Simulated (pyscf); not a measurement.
PySCF, gas phase, ωB97X-D3(BJ)/def2-SVP geometries.

### Question
Estimate by transition-state theory the rate constant of HO–AlH₂ + ammonia (NH₃) -> H₂N–AlH–OH + hydrogen (H₂) (singlet surface; Al–H, H–N broken, Al–N, H–H formed) at 298 K, with ωB97M-D3(BJ)/def2-TZVP energies (ideal gas, 1 atm, RRHO with modes under 100 cm⁻¹ raised to 100, one conformer, R ln 2 for chiral ones without a mode under 150 cm⁻¹; no tunnelling).

### Answer
The electronic barrier is 3.4 kcal/mol and the thermal terms add +8.4, so ΔG‡ = 11.9 kcal/mol. With k_BT/h = 6.21e+12 s⁻¹ and RT = 0.592 kcal/mol, and a volume of 4.06e-20 cm³ per molecule at 1 atm, k = 5.1e-16 cm³ molecule⁻¹ s⁻¹. Wigner's tunnelling factor for 1298i cm⁻¹ would be 2.63, likely too low at so high a frequency. A shift of 1 kcal/mol in the barrier changes k by a factor 5.4. On the reactant side the descent ends in an adduct with a Al–N contact, 29.9 kcal/mol under the separated species and 32.0 kcal/mol under the saddle at ωB97X-D3(BJ)/def2-TZVP. What is counted as formed (Al–N) is already present as a longer contact in the reactant adduct; forming that adduct is a step of its own. At the saddle there is also a short Al–H contact that neither side keeps. One saddle was located; it need not be the lowest between these sides.
